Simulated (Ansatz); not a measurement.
**AlO₂ (quartet): wave-function methods side by side at a displaced geometry (v1), cc-pVDZ**

An exercise on one series of results from a longer session: the logs are not shown, and one member is left open.

Program: Ansatz 0.2.0, Gaussian basis. Level of theory: cc-pVDZ, core rule «outside noble gas», up to 7 orbitals frozen. These are calculated values, not measurements.

Plan: UHF; CCSD(T) on ROHF; CCSD(T) on UHF; BCCD(T) on ROHF; CISD as a restricted active space (open shells left free, so some higher excitations enter); CCSDT(Q) on ROHF; CCSDT(Q) on UHF.

41 further runs of the same task are left out: 16 for a known fault of the program, 14 that didn't finish, 11 set aside as unsound or not needed. Runs told in other sessions of the task aren't counted.

### The system

The geometry is a PBE0/def2-TZVP stationary point (not a proven minimum) with its atoms shifted at random (size 0.040 Å).

3 atoms, charge 0, spin multiplicity 4.

Atoms are counted from 1 here; the program's logs count them from 0.

Bond lengths: Al1–O2 1.756 Å, Al1–O3 1.738 Å. Angles: O2–Al1–O3 109.3°.

Set-up of the first run:

Input file in.yaml:

```yaml
crystal:
  periodic: [false, false, false]
  atoms:
    - {symbol: Al, position_ang: [-0.012559, -0.548084, 0.017610]}
    - {symbol: O, position_ang: [-0.013392, 0.432492, -1.439386]}
    - {symbol: O, position_ang: [0.034572, 0.491802, 1.409687]}
basis:
  gaussian: {orbitals: cc-pVDZ}
magnetization: {spin_polarized: true, initial_magnetization: 3}
hamiltonian: {xc: hf}
output: {orbitals: {seedname: orbitals}}
```

On the command line:

```console
> ansatz run in.yaml --threads 1 --pin off --events-out ev --progress --plain --max-ram 2393MiB
```

Among the steps run: UHF; CCSD(T) on ROHF; CCSD(T) on UHF; BCCD(T) on ROHF; CISD as a restricted active space (open shells left free, so some higher excitations enter); CCSDT(Q) on ROHF; CCSDT(Q) on UHF.

One table of the session follows, with a row left open; its other results are not shown here.

```
   method  from UCCSDT(Q) (kcal/mol)
     ROHF                    +224.57
      UHF                    +219.45
     RMP2                     +21.80
     UMP2                     +21.80
     CISD                     +22.18
    RCCSD                      +5.59
    UCCSD                      +5.48
 RCCSD(T)                      +1.26
 UCCSD(T)                      +1.24
  BCCD(T)                      +1.26
   RCCSDT                      +0.58
   UCCSDT                      +0.54
RCCSDT(Q)                          ?
UCCSDT(Q)                          0
```

**Question.** Estimate the row for RCCSDT(Q).

**Answer.** from UCCSDT(Q) (kcal/mol): +0.11. In the column «from UCCSDT(Q) (kcal/mol)» it lies between UCCSDT(Q) (0) and UCCSDT (+0.54).

To keep in mind: Restricted and unrestricted rows rest on different reference determinants; a gap between their highest levels can come from leftover correlation error, from unlike frozen cores or from another state.
